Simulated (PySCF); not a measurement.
Molecule: `COS(C)(=O)=O`, C2H6O3S.

Molfile (atoms numbered from 1):
```
C2H6O3S
     RDKit          3D

 12 11  0  0  0  0  0  0  0  0999 V2000
    1.8467    0.3416   -0.7425 C   0  0  0  0  0  0  0  0  0  0  0  0
    0.6151    0.6219   -0.0855 O   0  0  0  0  0  0  0  0  0  0  0  0
   -0.4237   -0.6312   -0.0197 S   0  0  0  0  0  6  0  0  0  0  0  0
   -1.7670    0.2465    0.7171 C   0  0  0  0  0  0  0  0  0  0  0  0
    0.0886   -1.6179    0.9117 O   0  0  0  0  0  0  0  0  0  0  0  0
   -0.7694   -1.0226   -1.3737 O   0  0  0  0  0  0  0  0  0  0  0  0
    2.3686   -0.4937   -0.2502 H   0  0  0  0  0  0  0  0  0  0  0  0
    2.4498    1.2533   -0.6567 H   0  0  0  0  0  0  0  0  0  0  0  0
    1.6756    0.1027   -1.8031 H   0  0  0  0  0  0  0  0  0  0  0  0
   -2.5785   -0.4839    0.8291 H   0  0  0  0  0  0  0  0  0  0  0  0
   -2.0627    1.0598    0.0445 H   0  0  0  0  0  0  0  0  0  0  0  0
   -1.4430    0.6227    1.6942 H   0  0  0  0  0  0  0  0  0  0  0  0
  1  2  1  0
  2  3  1  0
  3  4  1  0
  3  5  2  0
  3  6  2  0
  1  7  1  0
  1  8  1  0
  1  9  1  0
  4 10  1  0
  4 11  1  0
  4 12  1  0
M  END
```

Geometry PBE0-D3(BJ)/def2-SVP throughout; GIAO in PySCF 2.14.0 with density-fitted response routines, gas phase, one conformer, non-relativistic; equivalent atoms averaged; functional PBE0.

Task: How do the shifts δ (against TMS, H2O, CS2 at the same level) depend on the basis set? (ppm; last column core-seconds on shared hosts with different chips, so compare them loosely)

Result: 
```csv
basis set,functions,C1,C4,O5/O6,O2,S3,H10/H11/H12,H7/H8/H9,core-s
STO-3G,40,44.1,24.9,136.5,31.1,-22.2,2.01,1.88,3.1
6-31G,70,44.3,41.9,203.9,158.7,292.1,2.69,3.82,5.7
pcSseg-0,70,49.9,48.9,253.2,164.7,353.2,3.31,3.91,6.4
6-31G*,100,45.1,36.1,195.3,152.5,308.9,2.27,3.67,8.9
def2-SVP,118,44.4,38.2,222.3,168.1,321.2,2.57,3.48,9.6
cc-pVDZ,118,45.1,38.4,222.1,172.0,300.3,2.42,3.59,13
pcSseg-1,139,48.5,41.6,239.6,182.1,331.0,2.68,3.77,14
aug-cc-pVDZ,196,45.1,38.7,212.2,169.4,308.2,2.83,3.74,26
"6-311+G(2d,p)",206,47.5,40.3,232.7,182.3,358.1,2.80,3.69,22
def2-TZVP,228,48.3,39.8,236.5,185.4,373.9,2.66,3.64,27
cc-pVTZ,268,47.8,39.4,230.0,180.2,335.9,2.68,3.64,44
IGLO-III,279,49.2,40.9,241.1,187.2,365.3,2.79,3.71,46
pcSseg-2,307,49.9,40.2,234.5,183.6,361.6,2.65,3.66,61
```

Task: Which nucleus moves most, in ppm?

Result: S3 (sulfonyl sulfur): from -22.2 ppm with STO-3G to 373.9 ppm with def2-TZVP. The smallest spread is 1.30 ppm, at H10/H11/H12. Proton shifts span only some 12 ppm, so a few tenths of a ppm matter as much there as several ppm in carbon.

Task: Taking the largest basis, pcSseg-2 (307 functions), as the yardstick, rank the others by their worst heavy-atom deviation.

Result: 6-311+G(2d,p) 3.5 ppm (206 functions), IGLO-III 6.6 ppm (279 functions), def2-TZVP 12.3 ppm (228 functions), pcSseg-0 18.9 ppm (70 functions), cc-pVTZ 25.7 ppm (268 functions), pcSseg-1 30.6 ppm (139 functions), def2-SVP 40.4 ppm (118 functions), 6-31G* 52.7 ppm (100 functions), aug-cc-pVDZ 53.4 ppm (196 functions), cc-pVDZ 61.3 ppm (118 functions), 6-31G 69.5 ppm (70 functions), STO-3G 383.8 ppm (40 functions).

A small basis that lands close on one nucleus may do so by chance; judge by the trend and by all nuclei.
